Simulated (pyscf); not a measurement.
## Hydrogen abstraction: `[CH3][GeH3]` + `[H]` [doublet] → `[CH3][GeH2]` [doublet] + `[H][H]`

Gas phase, doublet surface, charge 0. Bonds broken: Ge2–H6. Bonds formed: H6–H9. PySCF, gas phase, ωB97X-D3(BJ)/def2-SVP geometries.

Transition state (Å):

```xyz
9

C     -1.4224    -0.9165    -0.2833
Ge    -0.2345     0.5461    -0.7916
H     -1.6555    -1.5427    -1.1577
H     -2.3646    -0.5214     0.1245
H     -0.9476    -1.5482     0.4821
H      0.0889     1.4378     0.4871
H      1.0963     0.0067    -1.3464
H     -0.8949     1.4490    -1.8491
H      0.3299     2.1653     1.6139
```

One imaginary mode, 710i cm⁻¹; descent along it reached the two sides named.

```json
[
 {"bond": "Ge2–H6", "change": "breaks", "reactant side (Å)": "1.539", "saddle": "1.592", "product side": "3.4"},
 {"bond": "H6–H9", "change": "forms", "reactant side (Å)": "3.5", "saddle": "1.363", "product side": "0.761"}
]
```

Electronic energies relative to the separated reactants (kJ/mol):

```json
[
 {"level": "ωB97X-D3(BJ)/def2-TZVP", "barrier": "12.2", "reaction energy": "-70.1", "reverse barrier": "82.3"},
 {"level": "PBE/def2-TZVP", "barrier": "-3.0", "reaction energy": "-79.0", "reverse barrier": "75.9"},
 {"level": "r²SCAN/def2-TZVP", "barrier": "-9.2", "reaction energy": "-85.0", "reverse barrier": "75.9"},
 {"level": "B3LYP-D3(BJ)/def2-TZVP", "barrier": "-5.1", "reaction energy": "-87.9", "reverse barrier": "82.8"},
 {"level": "PBE0-D3(BJ)/def2-TZVP", "barrier": "2.3", "reaction energy": "-73.3", "reverse barrier": "75.6"},
 {"level": "M06-2X/def2-TZVP", "barrier": "13.7", "reaction energy": "-93.9", "reverse barrier": "107.6"},
 {"level": "ωB97M-D3(BJ)/def2-TZVP", "barrier": "12.2", "reaction energy": "-79.5", "reverse barrier": "91.8"},
 {"level": "HF/def2-TZVP", "barrier": "37.8", "reaction energy": "-56.1", "reverse barrier": "93.9"}
]
```

With ωB97M-D3(BJ)/def2-TZVP energies and thermal terms (ideal gas, 1 atm, RRHO with modes under 100 cm⁻¹ raised to 100, one conformer, R ln 2 for chiral ones without a mode under 150 cm⁻¹), in kJ/mol:

```tsv
T (K)	ΔH‡	ΔG‡	ΔH	ΔG
298	7.4	30.1	-75.8	-84.3
600	6.3	53.6	-75.8	-93.1
900	5.6	77.3	-77.7	-101.4
1200	4.8	101.4	-80.5	-108.9
```

At PBE, r²SCAN, B3LYP-D3(BJ) this geometry lies under the reactants; that is no barrier but a single point on another level's saddle; such a level's own saddle, if it has one, lies nearer that side and is low. One saddle was located; it need not be the lowest between these sides. The angle at the transferred H is 177°. Elements up to Kr have no core potential and no relativistic terms here.
